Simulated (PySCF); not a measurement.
## NMR problem set

- B3LYP/pcJ-1 coupling constants (spin–dipole term left out of most H,H and C,H couplings)
- PBE0-D3(BJ)/def2-SVP structure
- GIAO PBE0/pcSseg-1 shieldings
- program: PySCF
- in vacuum, non-relativistic, one conformer, equivalent nuclei averaged

Referencing at the same level of theory: TMS for 1H (σ = 31.27 ppm) and 13C (σ = 184.41 ppm). Multiplet labels drop J under 1 Hz and among equivalent protons, and merge close values. Unscaled 3J(H,H) run several per cent high. Vicinal couplings that depend on rotamer populations or ring flexing (ring, CH–CH, X–H and H–F types) are those of the one conformer. Shifts are as computed. Against solution values, carbons near 30 ppm lie about +2 ppm off and those near 130 ppm about +5 ppm. Of 1211 compounds with measured shifts, 218 miss one by over three times the rms of a fit or turn the order of signals round; such compounds aren't used in these exercises.

Q: C₄H₆O. 1H NMR (500 MHz, computed): δ 8.42 (d, J = 7.3 Hz, 1H), 1.49 (tdt, J = 9.3, 7.3, 5.2 Hz, 1H), 0.95 (m, 2H), 0.82 (m, 2H). 13C{1H} NMR (computed): δ 202.2 (CH), 24.5 (CH), 6.0 (CH2). Identify the compound.

A: SMILES O=CC1CC1. Rings plus π bonds: 2 (1 ring in the answer). 3 carbon signals for 4 carbons: some carbons are equivalent by symmetry or fast rotation. Carbon types of the structure: 2 × CH, 2 × CH2, which accounts for all hydrogens. δC 202.2: aldehyde carbonyl carbon; the double bond to the heteroatom, with no lone-pair donor beside it, deshields it most. δC 24.5, 6.0: three-membered-ring carbon; carbons of three-membered rings are unusually shielded. δH 8.42: hydrogen on an aldehyde carbonyl carbon. δH 1.49, 0.95, 0.82: hydrogen on a three-membered-ring carbon; cyclopropane-type protons are shielded by the ring.

The shifts were computed for this structure.

Q: C₄H₆O. 1H NMR (400 MHz, computed): δ 6.22 (dd, J = 14.6, 7.3 Hz, 2H), 4.81 (dd, J = 14.6, 1.0 Hz, 2H), 4.28 (dd, J = 7.3, 1.0 Hz, 2H). 13C{1H} NMR (computed): δ 156.5 (CH), 95.7 (CH2). Identify the compound.

A: SMILES C=COC=C. The formula gives 2 degrees of unsaturation (no ring in the answer). 2 carbon signals for 4 carbons: some carbons are equivalent by symmetry or fast rotation. Carbon types of the structure: 2 × CH, 2 × CH2, which accounts for all hydrogens. δC 156.5: alkene carbon bearing oxygen; an sp2 carbon further deshielded by the attached heteroatom. δC 95.7: β carbon of an enol-ether or enamine type C=C; the O or N lone pair pushes π density onto this β carbon and shields it. δH 6.22: hydrogen on an alkene carbon bearing oxygen; olefinic region. δH 4.81, 4.28: hydrogen on a β carbon of an enol-ether or enamine type C=C; lone-pair donation from O or N shields it, upfield of ordinary alkene protons. The protons at 4.81 and 6.22 share a coupling of 14.6 Hz (vicinal, trans across C=C). The protons at 4.28 and 6.22 share a coupling of 7.3 Hz (vicinal, cis across C=C).

The data come from this structure; uniqueness wasn't tested.
